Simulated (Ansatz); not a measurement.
bcc Mo was calculated with LDA (Ansatz, a first-principles code, plane waves, PAW).

A relaxed, unreconstructed slab of the (111) face has 18 atoms, two equal faces of 16.771 Å² each and an energy of -87164.2650 eV. A bulk cell of 3 atoms with the same orientation and in-plane k mesh has -14528.5806 eV. Energies are extrapolated to zero smearing.

Numerical settings: plane-wave cutoff 500 eV, 18×18×1 k mesh (along the axes of the cell as run), Fermi–Dirac smearing 0.1 eV, scalar-relativistic PAW data made under PBE.

Worked out: γ = (E_slab − N E_bulk per atom)/2A = [-87164.2650 − 18 × (-14528.5806/3)]/(2 × 16.771) = 0.2152 eV/Å². With 16.022 J/m² per eV/Å² this is 3.45 J/m², or 3.61 eV per surface cell and face.
